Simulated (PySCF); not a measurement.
# CH6OSi: the cost of one run

Computed with PySCF 2.14.0, with density-fitted response routines of our own, on a single molecule in the gas phase. Atoms are numbered from 0 throughout.

### Step 1. The starting structure

9 atoms, charge 0, multiplicity 1; geometry from: GFN2-xTB. The atoms were then displaced at random by about 0.01 Å, so the start is not that level's minimum.

Bonds of the start (Å): C0–Si1 1.87, Si1–O2 1.62, C0–H3 1.05, C0–H4 1.11, C0–H5 1.11, Si1–H6 1.46, Si1–H7 1.47, O2–H8 0.97.

### Step 2. Optimising the geometry at PBE0-D3(BJ)/def2-SVP

Job settings and geometry (Å):

```
{"job": {"xc": "PBE0", "basis": "def2-SVP", "d3": "d3bj", "grid": 1, "shake": 0.01, "kind": "geom"}, "charge": 0, "multiplicity": 1}
C     -1.149670    -0.072470    -0.015180
Si     0.685200    -0.422400     0.050740
O      1.558360     0.862500    -0.423980
H     -1.720600    -0.931680     0.200720
H     -1.470230     0.292870    -1.016310
H     -1.464160     0.723910     0.693890
H      1.105650    -1.416380    -0.928770
H      1.056500    -0.789830     1.421920
H      1.456740     1.736330    -0.016750
```

The run is started by

```bash
OMP_NUM_THREADS=1 python probes_run.py task.json out
```

One launch serves the whole session: the jobs run in the order shown.

Q: Estimate the wall time and peak memory of this first job on 1 thread of Arm Neoverse V1, shared host.

About 9.9 s, with a peak of 0.32 GiB.
